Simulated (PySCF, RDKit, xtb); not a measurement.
Dimer: NH3 (SMILES N) (first 4 atoms) with CH4 (SMILES C); geometry from A24 set.
(charge 0, multiplicity 1):
```xyz
9

N      0.00000     0.00000     1.84834
H      0.93731     0.00000     2.23207
H     -0.46865    -0.81173     2.23207
H     -0.46865     0.81173     2.23207
H      0.00000     0.00000    -0.94497
C      0.00000     0.00000    -2.03364
H      0.51251     0.88770    -2.40095
H      0.51251    -0.88770    -2.40095
H     -1.02503     0.00000    -2.40095
```

Counterpoise-corrected where a basis set is named; no monomer relaxation. Rows marked so take none. RDKit's UFF carries no charges.

Rows in 3-21G carry no dispersion term and start afresh at each structure.

Run with PySCF for 3-21G rows; RDKit for the force fields; xtb for the GFN methods. Each number belongs to the level named beside it.

One of these levels gives -2.42 kcal/mol for the interaction energy. Which?
(A) UFF
(B) HF/3-21G (no counterpoise)
(C) GFN1-xTB

B, HF/3-21G (no counterpoise). The others give -0.27 (UFF), -1.08 (GFN1-xTB)
